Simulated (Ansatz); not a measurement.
Reaction (SMILES): B(F)(F)[SiH3] + 3 [H][H] (H2) → B (BH3) + 2 F (HF) + [SiH4] (SiH4)

Wanted: energy of full hydrogenation (electronic), in kcal/mol. Terms: non-relativistic; valence correlation only; no dispersion term unless named; spin-orbit terms left out; LANL2DZ with its own core potentials from Na on. CBS marks a two-point X^-3 extrapolation of the correlation energy; Hartree-Fock from the larger set. Ab initio and DFT rows: single points at B3LYP-D3(BJ) geometries (Ansatz, an electronic-structure program).

```csv
species,coefficient,"E at B3LYP/LANL2DZ (Ansatz), Eh","E at PBE0/def2-TZVPD (Ansatz), Eh"
FB(F)[SiH3],-1,-230.32051,-515.69281
[H][H] (H2),-3,-1.17442,-1.16825
B (BH3),+1,-26.60397,-26.56584
F (HF),+2,-100.44534,-100.39481
[SiH4] (SiH4),+1,-6.26500,-291.75614
```

Coupled cluster (Ansatz) is a level with limits of its own, used here on species with T1 under 0.025 (0.045 for open shells) and stable references: CCSD(T)/CBS(cc-pV(T+d)Z,cc-pV(Q+d)Z). Value to compare with, CCSD(T)/CBS(cc-pV(T+d)Z,cc-pV(Q+d)Z) (Ansatz): 54.5 kcal/mol. 1 Eh = 627.5095 kcal/mol.

Task: Compute it at each level from the table, and compare with CCSD(T)/CBS(cc-pV(T+d)Z,cc-pV(Q+d)Z) (Ansatz).

Result: 
- B3LYP/LANL2DZ: the sum of coefficient times E is 0.08412 Eh, or 52.79 kcal/mol. Result: 52.8 kcal/mol. Its difference against CCSD(T)/CBS(cc-pV(T+d)Z,cc-pV(Q+d)Z) (Ansatz) is -1.7 kcal/mol.
- PBE0/def2-TZVPD: the sum of coefficient times E is 0.08596 Eh, or 53.94 kcal/mol. Result: 53.9 kcal/mol. Its difference against CCSD(T)/CBS(cc-pV(T+d)Z,cc-pV(Q+d)Z) (Ansatz) is -0.6 kcal/mol.
